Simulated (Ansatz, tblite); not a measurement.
**SiMe2 (C2H6Si): a ladder of methods and basis sets**

One table from this session's results is given with a row withheld; the runs are named, their logs left out.

Computed with Ansatz 0.2.0, Gaussian basis. Level: as each input shows.

The runs, in order: GFN1-xTB, GFN2-xTB, PBE-D4/def2-TZVP, r2SCAN-D4/def2-TZVP, BHLYP-D4/def2-TZVP, CAM-B3LYP-D4/def2-TZVP, r2SCANh-D4/def2-TZVP, B2PLYP/def2-TZVP, ωB97X-V/def2-TZVP, HF/def2-TZVP, B97M-V/def2-TZVP, PBE-D4/def2-SVP, PBE0-D4/def2-SVP, HF/STO-3G, PBE0-D4/def2-TZVPD, PBE-D4/def2-TZVPD, r2SCAN-D4/def2-TZVPD, CCSD(T)/def2-TZVPP, MP2/def2-TZVP, RPA/def2-TZVP, CCSD(T)/def2-TZVPD.

### The relaxed structure

The geometry is that of the singlet, from an earlier relaxation (B3LYP-D4/def2-TZVP).

9 atoms, charge 0, spin multiplicity 1.

Bond lengths: Si1–C2 1.907 Å, Si1–C6 1.907 Å, C2–H3 1.097 Å, C2–H4 1.097 Å, C2–H5 1.090 Å, C6–H7 1.098 Å, C6–H8 1.097 Å, C6–H9 1.090 Å. Angles: C2–Si1–C6 97.6°, Si1–C2–H3 109.7°, Si1–C2–H4 110.6°, Si1–C2–H5 113.2°, H3–C2–H4 106.2°, H3–C2–H5 108.3°, H4–C2–H5 108.6°, Si1–C6–H7 109.5°, Si1–C6–H8 110.9°, Si1–C6–H9 113.2°, H7–C6–H8 106.2°, H7–C6–H9 108.2°, H8–C6–H9 108.6°.

Coordinates:

```mol
C2H6Si
  3D, bonds by distance, orders not assigned

  9  8  0  0  0  0  0  0  0  0999 V2000
   -0.0012    0.0090   -1.3026 Si  0  0
    1.4344   -0.0124   -0.0482 C   0  0
    1.3770   -0.9213    0.5642 H   0  0
    1.3517    0.8314    0.6476 H   0  0
    2.4171    0.0213   -0.5191 H   0  0
   -1.4344    0.0111   -0.0452 C   0  0
   -1.3811    0.9198    0.5683 H   0  0
   -1.3456   -0.8329    0.6493 H   0  0
   -2.4178   -0.0260   -0.5143 H   0  0
  1  2  8  0
  1  6  8  0
  2  3  8  0
  2  4  8  0
  2  5  8  0
  6  7  8  0
  6  8  8  0
  6  9  8  0
M  END
```

PBE0-D4/def2-TZVP was run before; its log isn't repeated, and its numbers join the tables.

The first run:

Tight binding, by tblite at 300 K electronic temperature and without a spin-polarisation term:

```python
tblite.interface.Calculator('GFN1-xTB', numbers, positions, charge=0, uhf=0).singlepoint()
```

Tight binding, by tblite at 300 K electronic temperature and without a spin-polarisation term:

```python
tblite.interface.Calculator('GFN2-xTB', numbers, positions, charge=0, uhf=0).singlepoint()
```

start.molden holds the orbitals of an earlier run on this state, given as this run's starting guess.

in.yaml reads:

```yaml
crystal:
  periodic: [false, false, false]
  atoms:
    - {symbol: Si, position_ang: [-0.001246, 0.008972, -1.302597]}
    - {symbol: C, position_ang: [1.434431, -0.012391, -0.048198]}
    - {symbol: H, position_ang: [1.376996, -0.921292, 0.564191]}
    - {symbol: H, position_ang: [1.351697, 0.831412, 0.647624]}
    - {symbol: H, position_ang: [2.417123, 0.021269, -0.519094]}
    - {symbol: C, position_ang: [-1.434415, 0.011119, -0.045170]}
    - {symbol: H, position_ang: [-1.381147, 0.919804, 0.568304]}
    - {symbol: H, position_ang: [-1.345617, -0.832915, 0.649297]}
    - {symbol: H, position_ang: [-2.417813, -0.025989, -0.514347]}
basis:
  gaussian: {orbitals: def2-TZVP, initial_orbitals: start.molden}
hamiltonian: {xc: pbe, dispersion: d4}
scf: {omitted_lower_state_checks: [starts]}
output: {orbitals: {seedname: orbitals}}
```

Started as:

```
> ansatz run in.yaml --threads 4 --pin off --events-out ev --progress --plain --max-ram 3916MiB
```

Among the steps run: PBE-D4/def2-TZVP; r2SCAN-D4/def2-TZVP; BHLYP-D4/def2-TZVP; CAM-B3LYP-D4/def2-TZVP; r2SCANh-D4/def2-TZVP; B2PLYP/def2-TZVP; ωB97X-V/def2-TZVP; HF/def2-TZVP; B97M-V/def2-TZVP; PBE-D4/def2-SVP; PBE0-D4/def2-SVP; HF/STO-3G; PBE0-D4/def2-TZVPD; PBE-D4/def2-TZVPD; r2SCAN-D4/def2-TZVPD; CCSD(T)/def2-TZVPP; MP2/def2-TZVP; RPA/def2-TZVP; CCSD(T)/def2-TZVPD.

One of the session's tables, all rows but one given; the rest of the session is left out.

```
                 level  HOMO (eV)  gap (eV)
             HF/STO-3G      -5.82     12.06
          HF/def2-TZVP      -8.26      9.33
       PBE-D4/def2-SVP          ?         ?
      PBE-D4/def2-TZVP      -4.91      1.91
     PBE-D4/def2-TZVPD      -4.97      1.93
   r2SCAN-D4/def2-TZVP      -5.08      2.23
  r2SCAN-D4/def2-TZVPD      -5.12      2.24
      B97M-V/def2-TZVP      -5.14      2.35
  r2SCANh-D4/def2-TZVP      -5.46      2.94
      PBE0-D4/def2-SVP      -5.88      3.79
     PBE0-D4/def2-TZVP      -5.93      3.80
    PBE0-D4/def2-TZVPD      -5.97      3.80
    BHLYP-D4/def2-TZVP      -6.87      5.69
CAM-B3LYP-D4/def2-TZVP      -7.22      6.19
     ωB97X-V/def2-TZVP      -8.17      8.15
```

**Question.** Estimate the row for PBE-D4/def2-SVP.

As computed: HOMO (eV): -4.82; gap (eV): 1.89. In the column «HOMO (eV)» it is the highest.
